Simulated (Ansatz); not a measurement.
**OF⁺, singlet: the ladder up to full CI**

Geometry: a PBE0/def2-TZVP stationary point for this spin. The triplet lies 1.6 eV lower here.

```json
{"atom": "O", "x (Å)": "0.0000", "y (Å)": "0.0000", "z (Å)": "0.0000"}
{"atom": "F", "x (Å)": "0.0000", "y (Å)": "0.0000", "z (Å)": "1.2083"}
```

Basis 6-31G; Ansatz 0.2.0. Correlated methods freeze the noble-gas cores, which leaves 12 electrons in 16 orbitals. Prefix R: restricted or restricted open-shell reference; prefix U: unrestricted. Active spaces: valence = (12e, 8o) chosen from the atoms' valence shells.

Full CI is exact within this basis and frozen core; it isn't the basis-set limit. The frozen core follows each run's orbitals, which can shift R against U totals by a few meV.

The determinant fills πx and πy unequally, so it is a mixture of Σ and Δ, which weighs on every level built on one determinant.

The determinant has the irrep A1, whose lowest full-CI state lies within 3 meV of the A2 state that serves as the reference; occupations given are those of the former.

```
UHF ⟨S²⟩                          : 1.006
T1 diagnostic (RCCSD)             : 0.0472
largest doubles amplitude (RCCSD) : 0.149
```

```tsv
level	E − E(full CI) (kJ/mol)	share of correlation (%)	wall time
RHF	758.0	0.00	–
UHF†	569.7	–	–
RMP2	79.6	89.50	–
UMP2†	-23.2	–	–
CISD	111.6	85.28	0.36 s
RCCSD	65.6	91.35	–
UCCSD*†	-74.6	–	–
RCCSD(T)	27.8	96.33	0.21 s
UCCSD(T)*†	-112.4	–	0.87 s
BCCD(T)	30.2	96.01	0.27 s
RCCSDT*	11.4	98.50	–
UCCSDT*†	-145.9	–	–
CISDTQ	14.1	98.13	3.6 s
RCCSDT(Q)*	-1.6	100.21	0.93 s
UCCSDT(Q)*†	-157.2	–	4.5 s
RCCSDTQ*	1.7	99.78	12 s
UCCSDTQ*†	-154.0	–	68 s
CASSCF (valence space)	350.1	53.82	–
NEVPT2 (valence space)	60.3	92.05	0.27 s
NEVPT4(SD) (valence space)	9.2	98.78	1.2 s
MRCISD (valence space)	16.3	97.85	–
MRCISD+Q (valence space)	5.2	99.32	1.3 s
```

An asterisk marks runs whose energy the program itself flagged as in doubt. A dagger marks rows that describe another state than the reference (another or a broken symmetry, a higher spin or other natural occupations), so the difference holds a gap between states beside the method's error.

The correlation energy at full CI, counted from RHF, is -7.856 eV. That run took 2.9 min on 1 thread of Arm Neoverse V1, shared host over 16,028,928 determinants.

Times hold each run's SCF and search for its determinant on a shared host, so for small cases they say little of a method's own cost; they ran on 1 thread of Arm Neoverse V1.

More than 5 meV below full CI, which no variational method can be: RCCSDT(Q).

Unrestricted levels hold only the spin's projection, and here they fall towards a lower state of higher spin.

The full-CI state has the irrep A2 of C2v, in the program's axes (one component, if the state is degenerate).

Natural occupations of full CI about the gap: 1.943 1.943 1.937 1.039 1.039 0.063 0.012 0.012 0.009 0.006; effectively unpaired electrons, Σ n²(2−n)², 2.05. No single determinant describes this state well, so single-reference rows can miss without a flag.
